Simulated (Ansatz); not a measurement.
# Telling isomers of C2H3S+ apart by their spectra

These gas-phase data were calculated for one isomer of C2H3S+ at BLYP-D3(BJ)/def2-SVP (harmonic, unscaled wavenumbers; equilibrium rotational constants with average atomic masses):

- rotational constants: 26.85, 10.94, 8.225 GHz
- all wavenumbers above 1500 cm⁻¹: 3124, 3122, 3014

Candidates:

(1) `CC#[S+]`, a singlet
(2) `C1=[S+]C1`, a singlet
(3) `C=C=[SH+]`, a singlet

Task: Assign the data to one candidate and say why. Where the bands don't settle it, estimate the moments of inertia from typical bond lengths.

Result: Candidate (2). 3 modes lie between 2750 and 3290 cm⁻¹, one for each C–H bond, while (3) has 2. The rotational constants decide the rest: (1) would give 151.9, 5.148, 5.148 GHz.

The same quantities for all candidates:

```tsv
	rotational constants (GHz)	wavenumbers above 1500 cm⁻¹	E above the lowest, BLYP-D3(BJ)/def2-SVP (kcal/mol)
(1)	151.9, 5.148, 5.148	2991, 2991, 2907, 1633	0.0
(2)	26.85, 10.94, 8.225	3124, 3122, 3014	30.0
(3)	138.1, 5.243, 5.242	3086, 3003, 2435, 1798	24.4
```

Harmonic stretches to hydrogen usually lie a few per cent above observed fundamentals. Each candidate is one conformer. Programs: Ansatz 0.2.0.
